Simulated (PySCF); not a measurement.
**Why did this PySCF run fail?**

```python
from pyscf import gto, dft

mol = gto.M(
    atom='Si 0 0 0; N 0 0 1.683',
    basis='crenbl',
    ecp={'Si': 'crenbl', 'N': 'crenbl'},
    charge=-1,
    spin=0,
    verbose=4,
)
mf = dft.RKS(mol, xc='b3pw91')
mf.max_cycle = 1
mf.kernel()
mf.mulliken_pop()
mf.dip_moment()
print('orbital energies (hartree):', mf.mo_energy[..., max(0, mol.nelec[1]-3):mol.nelec[0]+3].round(4))
```

```bash
$ OMP_NUM_THREADS=1 python input.py
```

The log, shortened:

```
[earlier lines left out]
atomic radii adjust function: <function treutler_atomic_radii_adjust>
small_rho_cutoff = 0
Set gradient conv threshold to 3.16228e-05
Initial guess from minao.
tot grids = 33088
init E= -6.20857214710161
cycle= 1 E= -13.4281281003766  delta_E= -7.22  |g|= 1.04  |ddm|=    2
SCF not converged.
SCF energy = -13.4281281003766
 ** Mulliken pop  **
pop of  0 Si 3s           0.00006
pop of  0 Si 4s          -0.18227
pop of  0 Si 5s           1.20025
pop of  0 Si 6s           0.92548
pop of  0 Si 3px         -0.00007
pop of  0 Si 3py         -0.00007
pop of  0 Si 3pz         -0.00028
pop of  0 Si 4px         -0.00202
pop of  0 Si 4py         -0.00202
pop of  0 Si 4pz         -0.00513
pop of  0 Si 5px          0.17338
pop of  0 Si 5py          0.17338
[20 lines left out]
 ** Mulliken atomic charges  **
charge of    0Si =      0.85338
charge of    1N =     -1.85338

WARN: System has nonzero charge -1; the dipole moment is origin-dependent.
Location of origin: [0. 0. 0.]

Dipole moment(X, Y, Z, Debye): -0.00000,  0.00000, -13.40731
orbital energies (hartree): [-0.3116 -0.3116 -0.2825 -0.0943 -0.0943  0.0332]
```

Problem. Which setting is at fault, why, and what does a mended input give?

Solution. The cycle limit (1): the limit is below the number of cycles that the SCF needs. With this edit
```diff
- mf.max_cycle = 1
```
the run finishes: E(SCF) = -13.754489 Eh, 10 cycles.

The basis has no diffuse functions, which an anion needs. Stability towards an unrestricted solution was not tested. The bond length is a typed value, not an optimised one. The dipole of an ion depends on the origin.
